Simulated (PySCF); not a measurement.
Two structures, one formula

Two relaxed structures of NaSiH₂F, singlet (PBE0-D4/def2-TZVP; forces vanish, vibrations not checked).

A:

```
5
angstrom
F -1.0845 0.1203 1.1993
Si -0.0755 0.1465 -0.0943
Na 2.0755 -1.5608 0.3324
H -0.9872 -0.1364 -1.2626
H 0.2082 1.6151 -0.2932
```

B:

F1  (0.817, -0.051, -0.871)
Si2  (-0.434, 0.123, 0.303)
Na3  (1.540, -1.615, 0.607)
H4  (-1.673, 0.016, -0.554)
H5  (-0.430, 1.615, 0.535)
(Å)

Computed with PySCF 2.14 with density fitting (its default auxiliary sets; JK sets also for MP2 and CCSD(T)) (basis: def2-TZVPP); correlated methods freeze the cores. The outer core shell of Li, Na, Mg and K is correlated. The def2 sets are not built for correlating such inner shells, so the correlated values are less sure here. B3LYP uses VWN-RPA correlation.

(1) Which structure is lower at CCSD(T), and by how much? (An estimate is asked for; the value comes from the calculation.)

T1 diagnostic: at most 0.011.

## Answers

(1) By the calculation: A, by 0.056 eV (electronic energy, against the other). By their contacts, A is NaSiH₂F ([F][SiH2][Na]) and B is NaSiH₂F ([F]1[Na][SiH2]1).

All methods give the same order:

```csv
method,E(B) − E(A) (eV)
PBE-D4,0.088
r2SCAN-D4,0.033
PBE0-D4,0.092
B3LYP-D4,0.090
wB97M-V,0.043
HF,0.124
MP2,0.061
CCSD,0.064
CCSD(T),0.056
```

Labels in which every atom is bracketed show which atoms are joined, not bond orders.

For scale, one of the runs: CCSD(T)/def2-TZVPP, 133 basis functions, launched by `OMP_NUM_THREADS=2 python run.py`. The run took 2.1 min on 2 CPU threads of an Arm Neoverse V1 (shared host), with 0.81 GiB of host memory at its peak.
